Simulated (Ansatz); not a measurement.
## F₂Si, SMILES F[Si]F: a composite energy at a relaxed geometry, step by step

Program: the Python package of Ansatz (0.2.0).

Notebook, run cell by cell (the value of a cell's last expression is shown):

**Cell 1**
```python
from dataclasses import dataclass
import itertools

import ansatz
from ase.data import atomic_numbers, covalent_radii
import numpy as np
```

**Cell 2**
```python
@dataclass(frozen=True)
class Settings:
    basis: str = 'def2-SVP'
    functional: str = 'r2scan'
    vdw: str = 'd4'
```

**Cell 3**
```python
settings = Settings()
```

**Cell 4**
```python
GEOMETRY = '''
F     0.14735    1.31247    0.22629
Si   -0.57136   -0.04441   -0.31699
F     0.42401   -1.26805    0.09070
'''
```

**Cell 5**
```python
f2si = ansatz.Crystal.molecule()
for line in GEOMETRY.strip().splitlines():
    symbol, *xyz = line.split()
    f2si = f2si.atom(symbol, [float(v) for v in xyz])
```

**Cell 6**
```python
model = (
    f2si.calculation()
    .basis(gaussian=settings.basis)
    .functional(settings.functional, dispersion=settings.vdw)
)
symbols = [site.symbol for site in f2si.cartesian_sites]
start = np.array([site.position_ang for site in f2si.cartesian_sites], dtype=float)
rep = model.relax(force_tolerance=0.01, max_steps=100).run(threads=1).report
end = np.array(rep['positions_ang'])
# pairs closer than 1.2 times the sum of covalent radii, before or after
radius = [covalent_radii[atomic_numbers[s]] for s in symbols]
span = lambda where, i, j: np.linalg.norm(where[i] - where[j])
bonded = [(i, j) for i, j in itertools.combinations(range(len(symbols)), 2) if min(span(start, i, j), span(end, i, j)) < 1.2 * (radius[i] + radius[j])]
print('pair        before    after (A)')
for i, j in bonded:
    print(f'{symbols[i]}{i}-{symbols[j]}{j}'.ljust(10), f'{span(start, i, j):8.4f} {span(end, i, j):8.4f}')
for first, second in list(itertools.combinations(bonded, 2)):
    shared = set(first) & set(second)
    if shared and symbols[(j := shared.pop())] != 'H':
        i, k = sorted((set(first) | set(second)) - {j})
        u, v = end[i] - end[j], end[k] - end[j]
        angle = np.degrees(np.arccos(np.clip(u @ v / np.linalg.norm(u) / np.linalg.norm(v), -1, 1)))
        print(f'final angle {symbols[i]}{i}-{symbols[j]}{j}-{symbols[k]}{k}: {angle:.2f} deg')

minimum = ansatz.Crystal.molecule()
for symbol, place in zip(symbols, end):
    minimum = minimum.atom(symbol, place.tolist())
at_minimum = minimum.calculation()
# MP2 extrapolated to the basis limit, plus the small-basis difference CCSD(T) - MP2
level = lambda method, basis: at_minimum.basis(gaussian=basis).correlation(method).run(threads=1).report
small, large, cluster = level('mp2', 'cc-pVDZ'), level('mp2', 'cc-pVTZ'), level('ccsd_t', 'cc-pVDZ')
corr = lambda each: (each['free_energy_ev'] - each['reference_energy_ev']) / 27.211386246
mp2_limit = (27 * corr(large) - 8 * corr(small)) / 19
pieces = {'HF / cc-pVTZ': large['reference_energy_ev'] / 27.211386246, 'MP2 correlation, DZ-TZ limit': mp2_limit, 'CCSD(T) - MP2 / cc-pVDZ': corr(cluster) - corr(small)}
for name, value in pieces.items():
    print(f'{name:32s} {value:14.6f} Ha')
print(f'{"sum":32s} {sum(pieces.values()):14.6f} Ha')
print('T1 diagnostic', round(cluster['correlation']['coupled_cluster']['t1_diagnostic'], 4))
```
Output:
```text
pair        before    after (A)
F0-Si1       1.6287   1.6300
Si1-F2       1.6292   1.6299
final angle F0-Si1-F2: 100.05 deg
HF / cc-pVTZ                        -487.995967 Ha
MP2 correlation, DZ-TZ limit          -0.665075 Ha
CCSD(T) - MP2 / cc-pVDZ               -0.021434 Ha
sum                                 -488.682476 Ha
T1 diagnostic 0.0162
```

Reading the output:
- Total energies depend on the basis set; only differences at equal settings carry meaning.
- The sum leaves out core correlation, relativity, the Hartree-Fock basis error and zero-point energy; a DZ-TZ extrapolation is rough.
- Inner cores stay frozen, so this is valence correlation.
- For Al to Cl the sets with a tight d function, cc-pV(X+d)Z, are usual.
- An extrapolation from small basis sets is rough.
- Timing: 8.6 s on 1 thread of Arm Neoverse V1, on a shared host, peak memory 0.2 GiB.
